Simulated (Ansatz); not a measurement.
# SiH2O: search for a transition state

Wanted: the transition state of a 1,2-shift (form H1–Si3 and break H1–O2). The guess is relaxed with those distances held, a saddle search follows, and vibrations and two downhill relaxations check it.

Method: PBE0-D4, def2-SVP first, then def2-TZVP; program: Ansatz 0.2.0, Gaussian basis.

76 further runs of the same task are left out: 76 set aside as unsound or not needed.

**1. Where the work starts**

The guess: 4 atoms, charge 0, spin multiplicity 1.

Atoms are counted from 1 here; the program's logs count them from 0.

Bond lengths: H1–O2 1.144 Å, O2–Si3 1.640 Å, Si3–H4 1.490 Å. Angles: H1–O2–Si3 77.3°, O2–Si3–H4 102.1°.

Geometry (Å):

```
atom    x (Å)    y (Å)    z (Å)
  H1  -1.3754   0.0488  -0.2209
  O2  -0.4312  -0.0230  -0.8637
 Si3   0.1751   0.0943   0.6559
  H4   1.6315  -0.1200   0.4287
```

Distances that are to change: H1–Si3 1.78 Å, H1–O2 1.14 Å.

**2. Constrained relaxation of the guess**

The input, hold/in.yaml:

```yaml
crystal:
  periodic: [false, false, false]
  atoms:
    - {symbol: H, position_ang: [-1.375400, 0.048800, -0.220900]}
    - {symbol: O, position_ang: [-0.431200, -0.023000, -0.863700]}
    - {symbol: Si, position_ang: [0.175100, 0.094300, 0.655900]}
    - {symbol: H, position_ang: [1.631500, -0.120000, 0.428700]}
basis:
  gaussian: {orbitals: def2-SVP}
hamiltonian: {xc: pbe0, dispersion: d4}
relax: {f_tol: 0.08, max_steps: 120, escape_saddle: false, constraints: [{distance: [0, 2]}, {distance: [0, 1]}]}
```

Command:

```
ansatz run in.yaml --threads 2 --pin off --events-out ev --progress --plain --max-ram 4352MiB
```

Log, cut to the lines that bear on the results:

```text
Functional definition: PBE0
  name "PBE0"
  cite "Adamo & Barone, J. Chem. Phys. 110, 6158 (1999) doi:10.1063/1.478522"
  cite "Perdew, Burke & Ernzerhof, Phys. Rev. Lett. 77, 3865 (1996) doi:10.1103/PhysRevLett.77.3865"
  parent pbe
[...]
424 factors; integrals over basis functions are off by at most 2.9e-4 eV
[...]
mean field -9945.71155249 eV, -365.4981581085 hartree, gradient 2.3e-5 eV, S^2 0.000000; 0 other end points of the search recorded, 0 dependent functions left out
[...]
reference -9945.71157177 eV, -365.4981588170 hartree; 12, 12 occupied and 30, 30 virtual orbitals, 424 factors
relax step   1: F+E_penalty+E_count = -9945.74649991 eV  Δ(F+E_penalty+E_count) = +0.000e0 eV  max|allowed force component| = 9.136e-1 eV/Å  Δτ_max = 0.0000 Å  (23 SCF iters, accepted)
[...]
relax step   2: F+E_penalty+E_count = -9945.77733990 eV  Δ(F+E_penalty+E_count) = -3.084e-2 eV  max|allowed force component| = 3.809e-1 eV/Å  Δτ_max = 0.0364 Å  (23 SCF iters, accepted)
[...]
relax step   3: F+E_penalty+E_count = -9945.78171371 eV  Δ(F+E_penalty+E_count) = -4.374e-3 eV  max|allowed force component| = 7.108e-2 eV/Å  Δτ_max = 0.0159 Å  (22 SCF iters, accepted)
  distance H 0 - Si 2 held at 1.781825 Å   reaction = -1.9651e0 eV/Å
  distance H 0 - O 1 held at 1.144491 Å   reaction = +4.9804e0 eV/Å
424 factors; integrals over basis functions are off by at most 3.1e-4 eV
[...]
mean field -9945.74677564 eV, -365.4994525356 hartree, gradient 1.9e-5 eV, S^2 0.000000; 1 other end points of the search recorded, 0 dependent functions left out
[...]
reference -9945.74679504 eV, -365.4994532483 hartree; 12, 12 occupied and 30, 30 virtual orbitals, 424 factors
Total energy: -9945.78173311 eV, -365.5007371987 hartree
Atom 0 at    -1.380641     0.092389    -0.230683 Å, force     2.423812    -0.601972    -3.762225 eV/Å
Atom 1 at    -0.442040    -0.054315    -0.868936 Å, force    -4.110534     0.637261     2.706370 eV/Å
Atom 2 at     0.153275     0.053263     0.675114 Å, force     1.695526    -0.031532     1.059943 eV/Å
Atom 3 at     1.669405    -0.091237     0.424505 Å, force    -0.008805    -0.003757    -0.004089 eV/Å
Dipole moment:    -0.147242     0.026224     0.129959 e Å
```

Run time: 2.1 s. Hardware: 2 threads of Intel Xeon Platinum 8488C, shared host.

The steps of the relaxation:

```
step  energy from step 1 (eV)  largest force component (eV/Å)
   1                   0.0000                          0.9136
   2                  -0.0308                          0.3809
   3                  -0.0352                          0.0711
```

Distances of close pairs at the start and the end, largest changes first:

```
  bond  before (Å)  after (Å)  change (Å)
Si3–H4       1.490      1.543      +0.054
O2–Si3       1.640      1.658      +0.018
 H1–O2       1.144      1.144      +0.000
```

**3. Force constants to start from**

The input, hessian/in.yaml:

```yaml
crystal:
  periodic: [false, false, false]
  atoms:
    - {symbol: H, position_ang: [-1.380641, 0.092389, -0.230683]}
    - {symbol: O, position_ang: [-0.442040, -0.054315, -0.868936]}
    - {symbol: Si, position_ang: [0.153275, 0.053263, 0.675114]}
    - {symbol: H, position_ang: [1.669405, -0.091237, 0.424505]}
basis:
  gaussian: {orbitals: def2-SVP}
hamiltonian: {xc: pbe0, dispersion: d4}
phonons: {}
scf: {lower_state_search: off}
```

Command:

```
ansatz run in.yaml --threads 2 --pin off --events-out ev --progress --plain --max-ram 4352MiB
```

Log, cut to the lines that bear on the results:

```text
[... 5 set-up lines as earlier in the session ...]
[...]
424 factors; integrals over basis functions are off by at most 2.9e-4 eV
[...]
mean field -9945.74677474 eV, -365.4994525024 hartree, gradient 9.9e-6 eV, S^2 0.000000; 0 other end points of the search recorded, 0 dependent functions left out
[...]
reference -9945.74679413 eV, -365.4994532150 hartree; 12, 12 occupied and 30, 30 virtual orbitals, 424 factors
[... from here to the last solve, the lines of the solves are left out (23 solves) ...]
424 factors; integrals over basis functions are off by at most 2.9e-4 eV
mean field -9945.74677601 eV, -365.4994525489 hartree, gradient 6.7e-6 eV, S^2 0.000000; 0 other end points of the search recorded, 0 dependent functions left out
[...]
reference -9945.74679539 eV, -365.4994532614 hartree; 12, 12 occupied and 30, 30 virtual orbitals, 424 factors
WARN: phonons: 3 modes above zero are rigid motions of the cell's bodies and no vibrations: the zero-point energy, free energy, entropy and heat capacity leave them out. With what each would have added to F at 1000 K, by the weight of its row in the mesh: 0.00 cm⁻¹ (-1.178 eV; rigid [...]
Total energy: -9945.78173220 eV, -365.5007371654 hartree
Atom 0 at    -1.380641     0.092389    -0.230683 Å, force     2.423811    -0.601972    -3.762226 eV/Å
Atom 1 at    -0.442040    -0.054315    -0.868936 Å, force    -4.110540     0.637258     2.706351 eV/Å
Atom 2 at     0.153275     0.053263     0.675114 Å, force     1.695535    -0.031531     1.059964 eV/Å
Atom 3 at     1.669405    -0.091237     0.424505 Å, force    -0.008806    -0.003756    -0.004090 eV/Å
Dipole moment:    -0.147243     0.026224     0.129959 e Å
Vibrations: 756.08 914.07 1077.78 1177.04 1991.14 2138.93 cm⁻¹, zero-point energy 0.499349 eV
Checks for a lower state left out: stability, starts, cluster_reference, orbital_swaps, neighbouring_geometries, increment
```

Run time: 8 s. Hardware: 2 threads of Intel Xeon Platinum 8488C, shared host.

The structure is not stationary yet, so these wavenumbers are no spectrum; the search needs only the force constants.

**4. Saddle search in the small basis**

A small driver takes partitioned rational-function steps: uphill along one mode, downhill along the rest. It calls the program once a step for energy and forces and updates the Hessian by Bofill's formula. It stops when the largest force is under 0.03 eV/Å and the followed curvature is negative. The first step's input:

The input, presaddle/in.yaml:

```yaml
crystal:
  periodic: [false, false, false]
  atoms:
    - {symbol: H, position_ang: [-1.380641, 0.092389, -0.230683]}
    - {symbol: O, position_ang: [-0.442040, -0.054315, -0.868936]}
    - {symbol: Si, position_ang: [0.153275, 0.053263, 0.675114]}
    - {symbol: H, position_ang: [1.669405, -0.091237, 0.424505]}
basis:
  gaussian: {orbitals: def2-SVP}
hamiltonian: {xc: pbe0, dispersion: d4}
output: {forces: true}
scf: {lower_state_search: off}
```

Command:

```
ansatz run in.yaml --threads 2 --pin off --events-out ev --progress --plain --max-ram 4352MiB
```

The driver's record:

```
step  energy (eV)  largest force (eV/Å)  followed curvature (eV/Å²)
   1  -9945.78174                4.1105                        4.74
   2  -9945.04595                3.5992                        0.84
   3  -9943.98522                1.4287                      -14.04
   4  -9944.16268                0.8296                      -15.00
   5  -9944.15925                1.0591                      -15.82
   6  -9944.17383                0.1519                      -15.71
   7  -9944.17750                0.0827                      -15.81
   8  -9944.17852                0.0562                      -15.81
   9  -9944.17898                0.0244                      -15.81
```

The 9 steps took 4 s in all (2 threads of Intel Xeon Platinum 8488C, shared host).

**5. Saddle search in triple zeta**

A small driver takes partitioned rational-function steps: uphill along one mode, downhill along the rest. It calls the program once a step for energy and forces and updates the Hessian by Bofill's formula. It stops when the largest force is under 0.008 eV/Å and the followed curvature is negative. The first step's input:

The input, saddle/in.yaml:

```yaml
crystal:
  periodic: [false, false, false]
  atoms:
    - {symbol: H, position_ang: [-1.353164, 0.135433, 0.103319]}
    - {symbol: O, position_ang: [-0.448595, -0.094770, -1.105350]}
    - {symbol: Si, position_ang: [0.147832, 0.023407, 0.367373]}
    - {symbol: H, position_ang: [1.653927, -0.063969, 0.634658]}
basis:
  gaussian: {orbitals: def2-TZVP}
hamiltonian: {xc: pbe0, dispersion: d4}
output: {forces: true}
scf: {lower_state_search: off}
```

Command:

```
ansatz run in.yaml --threads 2 --pin off --events-out ev --progress --plain --max-ram 4352MiB
```

The driver's record:

```csv
step,energy (eV),largest force (eV/Å),followed curvature (eV/Å²)
1,-9949.75886,0.9597,-15.81
2,-9949.76402,0.3315,-15.79
3,-9949.76479,0.0880,-15.71
4,-9949.75548,0.4867,-15.54
5,-9949.76434,0.1256,-15.74
6,-9949.76521,0.0352,-15.70
7,-9949.76535,0.0097,-15.68
8,-9949.76536,0.0005,-15.69
```

The 8 steps took 5.4 s in all (2 threads of Intel Xeon Platinum 8488C, shared host).

Geometry at the end of the search:

```xyz
4

H    -1.3504    0.1297    0.0875
O    -0.4478   -0.0929   -1.0825
Si    0.1485    0.0319    0.3692
H     1.6497   -0.0685    0.6258
```

Followed mode, largest move set to 1: H1 (-0.01, 0.14, 0.99); O2 (0.40, -0.11, -0.63); Si3 (-0.14, -0.10, -0.67); H4 (-0.26, 0.07, 0.31).

**6. Checking the order of the point**

The input, vib/in.yaml:

```yaml
crystal:
  periodic: [false, false, false]
  atoms:
    - {symbol: H, position_ang: [-1.350354, 0.129676, 0.087469]}
    - {symbol: O, position_ang: [-0.447804, -0.092944, -1.082472]}
    - {symbol: Si, position_ang: [0.148453, 0.031906, 0.369243]}
    - {symbol: H, position_ang: [1.649704, -0.068538, 0.625760]}
basis:
  gaussian: {orbitals: def2-TZVP}
hamiltonian: {xc: pbe0, dispersion: d4}
phonons: {temperatures: {t_min: 298.15, t_max: 900, t_step: 200}}
```

Command:

```
ansatz run in.yaml --threads 2 --pin off --events-out ev --progress --plain --max-ram 4352MiB
```

Log, cut to the lines that bear on the results:

```text
[... 5 set-up lines as earlier in the session ...]
[...]
507 factors; their error is unknown
[...]
mean field -9949.73000832 eV, -365.6458336366 hartree, gradient 3.1e-5 eV, S^2 0.000000; 0 other end points of the search recorded, 0 dependent functions left out
[...]
reference -9949.73003134 eV, -365.6458344825 hartree; 12, 12 occupied and 68, 68 virtual orbitals, 507 factors
[... from here to the last solve, the lines of the solves are left out (23 solves) ...]
507 factors; their error is unknown
[...]
mean field -9949.73000280 eV, -365.6458334335 hartree, gradient 2.6e-6 eV, S^2 0.000000; 0 other end points of the search recorded, 0 dependent functions left out
[...]
reference -9949.73002581 eV, -365.6458342793 hartree; 12, 12 occupied and 68, 68 virtual orbitals, 507 factors
WARN: phonons: modes at or below zero, which the zero-point energy, F, S and C_V leave out: 1, the lowest at -1607.51 cm⁻¹. A minimum has none, and a first-order saddle one
Total energy: -9949.76535753 eV, -365.6471326961 hartree
Atom 0 at    -1.350354     0.129676     0.087469 Å, force     0.000120    -0.000046     0.000141 eV/Å
Atom 1 at    -0.447804    -0.092944    -1.082472 Å, force     0.000409    -0.000022     0.000106 eV/Å
Atom 2 at     0.148453     0.031906     0.369243 Å, force    -0.000009     0.000113     0.000075 eV/Å
Atom 3 at     1.649704    -0.068538     0.625760 Å, force    -0.000520    -0.000046    -0.000322 eV/Å
Dipole moment:     0.198838     0.039309     0.465055 e Å
Vibrations: -1607.51 219.48 777.01 1095.60 1982.63 2156.43 cm⁻¹, zero-point energy 0.386283 eV
```

It took 14 s on 2 threads of Intel Xeon Platinum 8488C, shared host.

Wavenumbers and character of the modes:

```csv
mode,wavenumber (cm⁻¹),character
1,1608i,changes H1–O2
2,219,out-of-plane bend
3,777,bend
4,1096,Si–O stretch
5,1983,Si–H stretch
6,2156,Si–H stretch
```

Vibrational sums (real modes only):

```csv
T (K),entropy (J/mol/K),heat capacity (J/mol/K)
298,9.4,11.7
498,17.2,19.0
698,24.6,24.8
898,31.4,29.2
```

**7. Relaxing after a step of 0.30 Å one way along the mode**

The input, downa/in.yaml:

```yaml
crystal:
  periodic: [false, false, false]
  atoms:
    - {symbol: H, position_ang: [-1.352435, 0.170448, 0.384678]}
    - {symbol: O, position_ang: [-0.326445, -0.126756, -1.270446]}
    - {symbol: Si, position_ang: [0.107456, 0.002661, 0.168280]}
    - {symbol: H, position_ang: [1.571424, -0.046253, 0.717488]}
basis:
  gaussian: {orbitals: def2-TZVP}
hamiltonian: {xc: pbe0, dispersion: d4}
relax: {f_tol: 0.005, max_steps: 200}
```

Command:

```
ansatz run in.yaml --threads 2 --pin off --events-out ev --progress --plain --max-ram 4352MiB
```

Log, cut to the lines that bear on the results:

```text
[... 5 set-up lines as earlier in the session ...]
[...]
507 factors; their error is unknown
[...]
mean field -9950.84065313 eV, -365.6866490804 hartree, gradient 7.1e-5 eV, S^2 0.000000; 0 other end points of the search recorded, 0 dependent functions left out
[...]
reference -9950.84067749 eV, -365.6866499756 hartree; 12, 12 occupied and 68, 68 virtual orbitals, 507 factors
relax step   1: F+E_penalty+E_count = -9950.87676003 eV  Δ(F+E_penalty+E_count) = +0.000e0 eV  max|allowed force component| = 2.338e0 eV/Å  Δτ_max = 0.0000 Å  (25 SCF iters, accepted)
[...]
relax step   5: F+E_penalty+E_count = -9952.26068141 eV  Δ(F+E_penalty+E_count) = -3.506e-2 eV  max|allowed force component| = 1.532e-1 eV/Å  Δτ_max = 0.0331 Å  (27 SCF iters, accepted)
[...]
relax step   6: F+E_penalty+E_count = -9952.26301158 eV  Δ(F+E_penalty+E_count) = -2.330e-3 eV  max|allowed force component| = 1.741e-3 eV/Å  Δτ_max = 0.0178 Å  (26 SCF iters, accepted)
507 factors; their error is unknown
[...]
mean field -9952.22646429 eV, -365.7375767014 hartree, gradient 2.5e-5 eV, S^2 0.000000; 1 other end points of the search recorded, 0 dependent functions left out
[...]
reference -9952.22648930 eV, -365.7375776204 hartree; 12, 12 occupied and 68, 68 virtual orbitals, 507 factors
Total energy: -9952.26303659 eV, -365.7389207086 hartree
Atom 0 at    -1.190507     0.208315     0.828067 Å, force    -0.000357     0.000666    -0.000009 eV/Å
Atom 1 at    -0.067323    -0.186100    -1.540060 Å, force     0.000738     0.000582    -0.000404 eV/Å
Atom 2 at    -0.001524    -0.004213    -0.036711 Å, force    -0.000283    -0.001741     0.001629 eV/Å
Atom 3 at     1.259354    -0.017902     0.748704 Å, force    -0.000098     0.000493    -0.001216 eV/Å
Dipole moment:     0.033400     0.092259     0.761766 e Å
```

Run time: 6 s. Hardware: 2 threads of Intel Xeon Platinum 8488C, shared host.

Along the way:

| step | energy from step 1 (eV) | largest force component (eV/Å) |
| --- | --- | --- |
| 1 | 0.0000 | 2.3385 |
| 2 | -0.8493 | 1.3056 |
| 3 | -1.3189 | 0.8283 |
| 4 | -1.3489 | 2.1064 |
| 5 | -1.3839 | 0.1532 |
| 6 | -1.3863 | 0.0017 |

Close pairs (by a distance rule), those that changed most:

```
  bond  before (Å)  after (Å)  change (Å)
Si3–H4       1.564      1.486      -0.079
O2–Si3       1.508      1.516      +0.007
H1–Si3       1.485      1.485      +0.000
```

**8. Relaxing after a step of 0.30 Å the other way along the mode**

The input, downb/in.yaml:

```yaml
crystal:
  periodic: [false, false, false]
  atoms:
    - {symbol: H, position_ang: [-1.348273, 0.088904, -0.209740]}
    - {symbol: O, position_ang: [-0.569162, -0.059132, -0.894497]}
    - {symbol: Si, position_ang: [0.189450, 0.061152, 0.570205]}
    - {symbol: H, position_ang: [1.727984, -0.090824, 0.534032]}
basis:
  gaussian: {orbitals: def2-TZVP}
hamiltonian: {xc: pbe0, dispersion: d4}
relax: {f_tol: 0.005, max_steps: 200}
```

Command:

```
ansatz run in.yaml --threads 2 --pin off --events-out ev --progress --plain --max-ram 4352MiB
```

Log, cut to the lines that bear on the results:

```text
[... 5 set-up lines as earlier in the session ...]
[...]
507 factors; their error is unknown
[...]
mean field -9951.29800792 eV, -365.7034565588 hartree, gradient 5.8e-5 eV, S^2 0.000000; 0 other end points of the search recorded, 0 dependent functions left out
[...]
reference -9951.29803034 eV, -365.7034573828 hartree; 12, 12 occupied and 68, 68 virtual orbitals, 507 factors
relax step   1: F+E_penalty+E_count = -9951.33237112 eV  Δ(F+E_penalty+E_count) = +0.000e0 eV  max|allowed force component| = 2.898e0 eV/Å  Δτ_max = 0.0000 Å  (25 SCF iters, accepted)
[...]
relax step   7: F+E_penalty+E_count = -9952.32822671 eV  Δ(F+E_penalty+E_count) = -3.646e-3 eV  max|allowed force component| = 2.546e-2 eV/Å  Δτ_max = 0.0119 Å  (29 SCF iters, accepted)
[...]
relax step   8: F+E_penalty+E_count = -9952.32825039 eV  Δ(F+E_penalty+E_count) = -2.368e-5 eV  max|allowed force component| = 6.214e-4 eV/Å  Δτ_max = 0.0014 Å  (29 SCF iters, accepted)
507 factors; their error is unknown
mean field -9952.29303824 eV, -365.7400232489 hartree, gradient 5.2e-5 eV, S^2 0.000000; 1 other end points of the search recorded, 0 dependent functions left out
[...]
reference -9952.29306017 eV, -365.7400240546 hartree; 12, 12 occupied and 68, 68 virtual orbitals, 507 factors
Total energy: -9952.32827231 eV, -365.7413180771 hartree
Atom 0 at    -1.443946     0.057281    -0.567118 Å, force    -0.000502     0.000023     0.000228 eV/Å
Atom 1 at    -0.487989    -0.032566    -0.603791 Å, force     0.000621    -0.000046    -0.000404 eV/Å
Atom 2 at     0.261676     0.086239     0.869538 Å, force     0.000227     0.000013     0.000114 eV/Å
Atom 3 at     1.670258    -0.110854     0.301371 Å, force    -0.000346     0.000010     0.000063 eV/Å
Dipole moment:    -0.260240     0.025733     0.020097 e Å
```

Wall time 8 s (2 threads of Intel Xeon Platinum 8488C, shared host).

Relaxation path:

```
step  energy from step 1 (eV)  largest force component (eV/Å)
   1                   0.0000                          2.8984
   2                  -0.4770                          2.4394
   3                  -0.5042                          8.7323
   4                  -0.9716                          0.9137
   5                  -0.9844                          0.7164
   6                  -0.9922                          0.3957
   7                  -0.9959                          0.0255
   8                  -0.9959                          0.0006
```

Close pairs (by a distance rule), those that changed most:

| bond | before (Å) | after (Å) | change (Å) |
| --- | --- | --- | --- |
| H1–O2 | 1.048 | 0.961 | -0.087 |
| Si3–H4 | 1.546 | 1.532 | -0.015 |
| O2–Si3 | 1.654 | 1.657 | +0.003 |

**9. What the saddle joins**

| pair | start side (Å) | saddle (Å) | end side (Å) |
| --- | --- | --- | --- |
| H1–Si3 | 2.230 | 1.528 | 1.485 |
| H1–O2 | 0.961 | 1.494 | 2.650 |

**10. Summary of results**

| quantity | value |
| --- | --- |
| imaginary mode | 1608i cm⁻¹ |
| barrier from the start side | 247.3 kJ/mol |
| barrier from the end side | 241.0 kJ/mol |
| energy of the step | +6.3 kJ/mol |
| pairs that change | H1–Si3 formed, H1–O2 broken |
| zero-point energy at the saddle | 0.386 eV |

**Reading.** One imaginary mode, 1608i cm⁻¹, makes this a first-order saddle. It joins the planned start and end. At PBE0-D4/def2-TZVP the electronic barrier is 247.3 kJ/mol, about 100 kT at 298 K, and the step runs 6.3 kJ/mol uphill. The barrier is thin enough for tunnelling; the leading (Wigner) term alone is a factor of 3.5 at 298 K.
